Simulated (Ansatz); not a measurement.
in.yaml

```yaml
crystal:
  periodic: [false, false, false]
  atoms:
    - {symbol: B, position_ang: [0.000000, 0.000000, 0.029237]}
    - {symbol: B, position_ang: [0.000000, 0.000000, -1.493475]}
    - {symbol: H, position_ang: [0.000000, 0.000000, 1.464237]}
basis:
  gaussian: {orbitals: 6-31G}
magnetization: {spin_polarized: false, initial_magnetization: 1}
correlation: {method: fci, electrons: outside_noble_gas}
```

```sh
$ ansatz run in.yaml --threads 1 --pin off --events-out ev --progress --plain --max-ram 2393MiB
```

Output:

```
439 factors; integrals over basis functions are off by at most 1.4e-7 eV
mean field evaluation 1: about -1350.4797 eV, gradient 1.1e1 eV
mean field evaluation 2: about -1350.4817 eV, gradient 1.1e1 eV
mean field evaluation 4: about -1351.4253 eV, gradient 1.5e0 eV
mean field evaluation 8: about -1351.4708 eV, gradient 3.1e-4 eV
mean field evaluation 16: about -1349.9177 eV, gradient 8.6e-2 eV
mean field evaluation 32: about -1349.6407 eV, gradient 6.2e0 eV
mean field evaluation 64: about -1351.8897 eV, gradient 2.5e-6 eV
mean field evaluation 96: about -1349.9233 eV, gradient 8.8e-2 eV
mean field -1351.88966782 eV, -49.6810289488 hartree, gradient 1.7e-6 eV, S^2 0.750000; 11 other end points of the search recorded, 0 dependent functions left out
mean field evaluation 128: about -1350.4975 eV, gradient 8.0e0 eV
mean field evaluation 160: about -1352.8952 eV, gradient 2.8e-1 eV
determinant -1351.88966782 eV, -49.6810289488 hartree, with singles and doubles -1354.92099856 eV, -49.7924282985 hartree
determinant -1351.47082708 eV, -49.6656368353 hartree, with singles and doubles -1354.38135320 eV, -49.7725966976 hartree
determinant -1349.91773058 eV, -49.6085615917 hartree, with singles and doubles -1353.59636225 eV, -49.7437488120 hartree
determinant -1351.88966782 eV, -49.6810289488 hartree, with singles and doubles -1354.92814855 eV, -49.7926910561 hartree
determinant -1351.47082708 eV, -49.6656368353 hartree, with singles and doubles -1354.38719675 eV, -49.7728114440 hartree
unrestricted determinant -1352.89925623 eV, -49.7181306386 hartree, S^2 1.7560
2 core orbitals not correlated: weight in the atoms' cores, before any rotation towards them, 1.000 or more for the frozen orbitals, at most 0.000 for the correlated occupied ones
reference -1351.88966782 eV, -49.6810289488 hartree; 4, 3 occupied and 14, 15 virtual orbitals, 439 factors
state -1355.15933072 eV, -49.8011868440 hartree
Total energy: -1355.15933072 eV, -49.8011868440 hartree
```

Natural occupations: 1.9633 1.9484 0.9946 0.9488 0.9487 0.0576 0.0576 0.0436 0.0138 0.0055 0.0039 0.0039 0.0036 0.0030 0.0014 0.0014 0.0006 0.0003.

Ran on 1 thread of Arm Neoverse V1, shared host: 9.5 s wall, 0.16 GiB peak host memory.
